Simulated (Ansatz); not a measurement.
**C2H2F+ (SMILES C=[C+]F): single points off equilibrium**

One table from this session's results is given with a row withheld; the runs are named, their logs left out.

Method: single points in def2-TZVPP; program: Ansatz 0.2.0, Gaussian basis.

Correlated methods freeze the cores.

## Where the work starts

5 atoms, charge 1, spin multiplicity 1.

Atoms are counted from 1 here; the program's logs count them from 0.

Bond lengths: C1–C2 1.300 Å, C1–H4 1.159 Å, C1–H5 1.004 Å, C2–F3 1.162 Å. Angles: C2–C1–H4 107.0°, C2–C1–H5 142.3°, H4–C1–H5 107.0°, C1–C2–F3 154.2°.

Geometry (Å):

```xyz
5
charge 1, multiplicity 1
C    -0.2215    0.2299   -0.3012
C     0.5202   -0.5507    0.4272
F     0.7876   -1.1365    1.3943
H    -0.4940   -0.3602   -1.2605
H    -0.4129    1.1978   -0.4879
```

The first run:

run/in.yaml

```yaml
crystal:
  periodic: [false, false, false]
  atoms:
    - {symbol: C, position_ang: [-0.221500, 0.229900, -0.301200]}
    - {symbol: C, position_ang: [0.520200, -0.550700, 0.427200]}
    - {symbol: F, position_ang: [0.787600, -1.136500, 1.394300]}
    - {symbol: H, position_ang: [-0.494000, -0.360200, -1.260500]}
    - {symbol: H, position_ang: [-0.412900, 1.197800, -0.487900]}
basis:
  gaussian: {orbitals: def2-TZVPP}
total_charge: 1
correlation: {method: ccsd_t}
output: {forces: true}
```

The command line of these runs was not kept.

Steps of the session up to this table: CCSD(T)/def2-TZVPP; PBE0-D4/def2-TZVPP; wB97M-V/def2-TZVPP; r2SCAN-D4/def2-TZVPP; PBE-D4/def2-TZVPP; SPW92/def2-TZVPP; BLYP-D4/def2-TZVPP.

One table of the session follows, with a row left open; its other results are not shown here.

| method | RMS force component (eV/Å) | angle to CCSD(T) forces (°) |
| --- | --- | --- |
| CCSD(T) | 2.833 | reference |
| PBE0-D4 | 2.941 | 8.0 |
| wB97M-V | 2.992 | 6.3 |
| r2SCAN-D4 | 2.973 | 6.6 |
| PBE-D4 | 3.034 | 5.8 |
| SPW92 | ? | ? |
| BLYP-D4 | 3.061 | 5.3 |

**Question.** Estimate the row for SPW92.

The run gave: RMS force component (eV/Å): 3.003; angle to CCSD(T) forces (°): 11.5. In the column «RMS force component (eV/Å)» it lies between wB97M-V (2.992) and PBE-D4 (3.034).
